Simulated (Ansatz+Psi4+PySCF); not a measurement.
# doublet SO(+): levels of theory in one basis

```xyz
2

O     0.0000    0.0000   -1.2192
S     0.0000    0.0000    0.6096
```

Basis set: cc-pVTZ on O; cc-pV(T+d)Z on S (spherical functions). Correlated methods keep 6 orbitals frozen. Correlation on ROHF uses semicanonical orbitals with singles. Charge 1, multiplicity 2.

Computed with Ansatz (development build ahead of 0.2.0); each method stands on the lowest determinant of its kind that the runs found.

```
      method  E − E(ROHF) (eV)  <S²> of the determinant
        ROHF              0.00                     0.75
         UHF             -2.32                     1.92
    ROHF-MP2             -9.69                        –
     UHF-MP2            -10.22                     1.92
   ROHF-CCSD            -11.34                        –
    UHF-CCSD            -11.64                     1.92
ROHF-CCSD(T)            -12.52                        –
 UHF-CCSD(T)            -12.20                     1.92
  ROHF-CCSDT            -12.40                        –
   UHF-CCSDT            -12.47                     1.92
```

Caution: the determinant may break the point group. Caution for ROHF, ROHF-MP2, ROHF-CCSD, ROHF-CCSD(T), ROHF-CCSDT: an unrestricted determinant lies well below. Caution for UHF, UHF-MP2, UHF-CCSD, UHF-CCSD(T), UHF-CCSDT: the unrestricted determinant is a mixture of spin states. Caution for ROHF-MP2, UHF-MP2, ROHF-CCSD, UHF-CCSD, ROHF-CCSD(T), UHF-CCSD(T), ROHF-CCSDT, UHF-CCSDT: large amplitudes, a single reference is doubtful. Caution for ROHF-MP2, UHF-MP2: MP2 on this radical cation hangs on the determinant chosen. Caution for ROHF-MP2, ROHF-CCSD(T), UHF-CCSD(T): another reference gives a lower total. Caution for UHF-CCSD, UHF-CCSD(T): the program doubts this total.
